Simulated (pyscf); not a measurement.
## Four-centre exchange: SnH₄ (SMILES [SnH4]) + H₂O (SMILES O) -> SnH₄ (SMILES [SnH4]) + H₂O (SMILES O)

Gas phase, singlet surface, charge 0. Bonds broken: Sn1–H2, O6–H7. Bonds formed: Sn1–H7, H2–O6. Optimised with ωB97X-D3(BJ)/def2-SVP in PySCF. Correlated levels are frozen-core, on RHF or UHF. ΔMP2 is the change of the MP2 total energy from the triple- to the quadruple-zeta basis.

Transition state (Å):

```xyz
8

Sn    -0.6053     0.1885    -0.6711
H      0.6692    -0.8294     1.1936
H     -0.6225     1.9209    -0.6980
H     -2.1775    -0.2086    -1.2736
H      0.4075    -0.1948    -2.0201
O      0.2006    -1.0640     2.1007
H     -0.6809    -0.8453     1.5785
H      0.3441    -0.2544     2.6375
```

One imaginary mode, 931i cm⁻¹; descent along it reached the two sides named.

```json
[
 {"bond": "Sn1–H2", "change": "breaks", "reactant side (Å)": "1.705", "saddle": "2.477", "product side": "4.1"},
 {"bond": "O6–H7", "change": "breaks", "reactant side (Å)": "0.965", "saddle": "1.048", "product side": "2.6"},
 {"bond": "Sn1–H7", "change": "forms", "reactant side (Å)": "4.1", "saddle": "2.477", "product side": "1.705"},
 {"bond": "H2–O6", "change": "forms", "reactant side (Å)": "2.6", "saddle": "1.048", "product side": "0.965"}
]
```

Electronic energies relative to the separated reactants (kcal/mol):

```csv
level,barrier,reaction energy,reverse barrier
ωB97X-D3(BJ)/def2-TZVP,54.1,0.0,54.1
PBE/def2-TZVP,43.5,0.0,43.5
r²SCAN/def2-TZVP,48.7,0.0,48.7
B3LYP-D3(BJ)/def2-TZVP,49.3,0.0,49.3
PBE0-D3(BJ)/def2-TZVP,47.6,0.0,47.6
M06-2X/def2-TZVP,53.5,0.0,53.5
ωB97M-D3(BJ)/def2-TZVP,51.4,0.0,51.4
HF/def2-TZVP,68.6,0.0,68.6
MP2/def2-QZVPP,51.9,0.0,51.9
CCSD/def2-TZVPP,57.2,0.0,57.2
CCSD(T)/def2-TZVPP,54.7,0.0,54.7
CCSD(T)/def2-TZVPP + ΔMP2(QZVPP),54.0,0.0,54.0
```

With CCSD(T)/def2-TZVPP + ΔMP2(QZVPP) energies and thermal terms (ideal gas, 1 atm, RRHO with modes under 100 cm⁻¹ raised to 100, one conformer, R ln 2 for chiral ones without a mode under 150 cm⁻¹), in kcal/mol:

| T (K) | ΔH‡ | ΔG‡ | ΔH | ΔG |
|---|---|---|---|---|
| 298 | 54.5 | 61.8 | 0.0 | 0.0 |
| 600 | 54.4 | 69.2 | 0.0 | 0.0 |
| 900 | 54.8 | 76.5 | 0.0 | 0.0 |
| 1200 | 55.3 | 83.7 | 0.0 | 0.0 |

The same reactants have a lower exit, to HO–SnH₃ + H₂ (barrier +36.2 kcal/mol at ωB97M-D3(BJ), against +51.4 kcal/mol here). One saddle was located; it need not be the lowest between these sides. The CCSD(T) − MP2 part came from Ansatz, without density fitting, on the same reference. The frozen core leaves the outer d or s,p core shells of the metals and heavy elements correlated in the MP2 and CC values, and def2-TZVPP describes them poorly, which can shift differences by a few kcal/mol. Elements past Kr carry the def2 core potentials, without spin-orbit coupling.
